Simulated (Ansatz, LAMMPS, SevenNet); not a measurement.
# How well does each level of theory give the lattice constant a of hcp Zn?

Reference value: 2.665 Å (measured, 293 K, not corrected to a static lattice, sources range from 2.660 to 2.665; as tabulated in Wikipedia's data pages).

```csv
level (code),value (Å),difference (%)
ReaxFF ZnOH (LAMMPS),2.749,+3.15
SevenNet-0 (SevenNet),2.644,-0.79
LDA (Ansatz),2.559,-3.98
PBE (Ansatz),2.645,-0.75
PBE-D3(BJ) (Ansatz),2.621,-1.65
```

Leaving aside ReaxFF ZnOH, which can be fitted to such values or carry a doubt: Nearest, and alike: PBE (-0.75 %), SevenNet-0 (-0.79 %). LDA (-3.98 %) misses by most. All 4 levels lie below the reference.

The reference has no zero-point or thermal correction, while the calculations are for a static lattice, so the differences are not the levels' errors alone. A static lattice is as a rule a little smaller than the measured one.  Cutoffs and k meshes differ between the levels. Ansatz's density-functional and Hartree–Fock values are scalar-relativistic unless marked +SOC, with PAW data made under PBE.

Empirical potentials (ReaxFF ZnOH) are fitted to chosen data, which need not cover the solid at hand: agreement can be built in, and what lay outside the fit can be far off. Machine-learned potentials (SevenNet-0) are trained on DFT data, which may include these solids.

Differences are worked out from the printed values.

Ansatz is a program for electronic structure.
